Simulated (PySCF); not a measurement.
Molecule: SMILES ClC=C1CCC1, C₅H₇Cl.

Geometry:
```
atom   x (Å)   y (Å)   z (Å)
 Cl1   3.012  -1.133   0.657
  C2   1.940   0.223   0.554
  C3   0.682   0.091   0.144
  C4  -0.145  -1.085  -0.306
  C5  -1.343  -0.121  -0.504
  C6  -0.460   1.067  -0.042
  H7   2.388   1.173   0.852
  H8   0.228  -1.577  -1.218
  H9  -0.279  -1.865   0.461
 H10  -2.205  -0.326   0.146
 H11  -1.703  -0.046  -1.539
 H12  -0.282   1.843  -0.804
 H13  -0.792   1.570   0.880
```

Geometry PBE0-D3(BJ)/def2-SVP throughout; GIAO in PySCF, gas phase, one conformer, non-relativistic; equivalent atoms averaged; basis pcSseg-1.

Problem. How do the shifts δ (against HCl, TMS at the same level) depend on the functional? (a selection of nuclei; ppm; last column core-seconds on shared hosts with different chips, so compare them loosely; the GGAs took longer than the global hybrids here, which isn't the general rule, and the cause wasn't traced)

Solution. 
| functional | kind | Cl1 | C3 | C2 | C4 | C6 | C5 | H7 | H12/H13 | H10/H11 | core-s |
| --- | --- | --- | --- | --- | --- | --- | --- | --- | --- | --- | --- |
| HF | Hartree–Fock | 96.2 | 152.6 | 121.7 | 26.3 | 25.7 | 15.1 | 5.73 | 2.66 | 1.95 | 4.3 |
| LDA | LDA | 226.0 | 152.9 | 126.9 | 30.2 | 30.7 | 15.5 | 5.80 | 2.89 | 2.01 | 10 |
| PBE | GGA | 206.1 | 147.8 | 122.6 | 30.9 | 31.4 | 17.6 | 5.77 | 2.87 | 1.98 | 13 |
| BLYP | GGA | 205.0 | 149.8 | 123.9 | 31.7 | 32.0 | 18.6 | 5.74 | 2.84 | 1.98 | 14 |
| BP86 | GGA | 203.1 | 148.1 | 122.6 | 31.2 | 31.7 | 17.8 | 5.77 | 2.87 | 1.99 | 14 |
| OPBE | GGA | 194.1 | 140.9 | 117.5 | 30.7 | 31.4 | 18.2 | 5.80 | 2.89 | 1.99 | 14 |
| KT2 | GGA | 192.9 | 140.9 | 115.6 | 31.9 | 32.6 | 18.8 | 5.69 | 2.97 | 2.03 | 18 |
| KT3 | GGA | 187.0 | 139.1 | 114.7 | 32.1 | 32.7 | 19.8 | 5.69 | 2.93 | 2.01 | 17 |
| B97-D | GGA | 191.5 | 144.4 | 119.4 | 31.3 | 31.7 | 18.9 | 5.75 | 2.87 | 1.99 | 18 |
| B3LYP | global hybrid | 180.4 | 151.8 | 124.9 | 30.5 | 30.6 | 17.6 | 5.74 | 2.79 | 1.97 | 13 |
| PBE0 | global hybrid | 174.9 | 150.2 | 123.7 | 29.8 | 29.9 | 16.7 | 5.77 | 2.80 | 1.98 | 13 |
| mPW1PW91 | global hybrid | 172.8 | 150.3 | 123.9 | 29.9 | 30.1 | 16.9 | 5.77 | 2.79 | 1.97 | 12 |
| WP04 | global hybrid | 173.2 | 151.7 | 126.3 | 32.8 | 33.1 | 20.6 | 5.61 | 2.67 | 1.89 | 13 |
| B97-2 | global hybrid | 170.7 | 147.2 | 121.3 | 30.0 | 30.3 | 17.6 | 5.75 | 2.80 | 1.97 | 12 |
| BHandHLYP | global hybrid | 147.3 | 153.5 | 125.0 | 29.0 | 28.8 | 16.5 | 5.73 | 2.73 | 1.96 | 12 |
| CAM-B3LYP | range-separated hybrid | 166.0 | 154.2 | 125.7 | 29.1 | 29.0 | 16.3 | 5.71 | 2.72 | 1.97 | 17 |
| wB97X-D | range-separated hybrid | 160.1 | 151.2 | 123.8 | 29.0 | 29.1 | 16.5 | 5.73 | 2.71 | 1.96 | 17 |
| LC-wPBE | range-separated hybrid | 150.4 | 153.7 | 125.2 | 27.4 | 27.3 | 15.0 | 5.69 | 2.62 | 1.94 | 24 |

Problem. Which nucleus among those listed moves most, in ppm?

Solution. Cl1 (chlorine bonded to C): from 96.2 ppm with HF to 226.0 ppm with LDA. The smallest spread is 0.14 ppm, at H10/H11. Proton shifts span only some 12 ppm, so a few tenths of a ppm matter as much there as several ppm in carbon.
